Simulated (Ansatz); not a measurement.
Input file:

```yaml
crystal:
  periodic: [false, false, false]
  atoms:
    - {symbol: B, position_ang: [0.000000, 0.000000, 0.149271]}
    - {symbol: B, position_ang: [0.000000, 0.000000, -1.825687]}
    - {symbol: H, position_ang: [0.000000, 0.000000, 1.676416]}
basis:
  gaussian: {orbitals: 6-31G}
magnetization: {spin_polarized: false, initial_magnetization: 1}
correlation: {method: fci, electrons: outside_noble_gas}
```

```sh
$ ansatz run in.yaml --threads 1 --pin off --events-out ev --progress --plain --max-ram 2393MiB
```

The program prints:

```
443 factors; integrals over basis functions are off by at most 1.4e-7 eV
mean field evaluation 1: about -1350.3623 eV, gradient 8.4e0 eV
mean field evaluation 2: about -1350.3627 eV, gradient 8.4e0 eV
mean field evaluation 4: about -1351.1245 eV, gradient 1.6e0 eV
mean field evaluation 8: about -1351.2454 eV, gradient 1.5e-1 eV
mean field evaluation 16: about -1345.9680 eV, gradient 4.2e0 eV
mean field evaluation 32: about -1346.4504 eV, gradient 3.9e-3 eV
mean field evaluation 64: about -1350.4941 eV, gradient 8.5e0 eV
mean field -1351.24578454 eV, -49.6573666747 hartree, gradient 4.4e-6 eV, S^2 0.750000; 9 other end points of the search recorded, 0 dependent functions left out
mean field evaluation 96: about -1350.3739 eV, gradient 6.2e0 eV
determinant -1351.24578454 eV, -49.6573666747 hartree, with singles and doubles -1354.48784344 eV, -49.7765101416 hartree
determinant -1349.43342123 eV, -49.5907635513 hartree, with singles and doubles -1353.38111596 eV, -49.7358386570 hartree
unrestricted determinant -1351.54969250 eV, -49.6685350860 hartree, S^2 1.3440
2 core orbitals not correlated: weight in the atoms' cores, before any rotation towards them, 1.000 or more for the frozen orbitals, at most 0.000 for the correlated occupied ones
reference -1351.24578454 eV, -49.6573666747 hartree; 4, 3 occupied and 14, 15 virtual orbitals, 443 factors
state -1354.65385724 eV, -49.7826110361 hartree
Total energy: -1354.65385724 eV, -49.7826110361 hartree
```

Natural occupations: 1.9362 1.9330 1.8434 0.9772 0.0819 0.0792 0.0666 0.0315 0.0268 0.0075 0.0047 0.0046 0.0029 0.0016 0.0011 0.0009 0.0005 0.0003.

Ran on 1 thread of Arm Neoverse V1, shared host: 9.5 s wall, 0.15 GiB peak host memory.
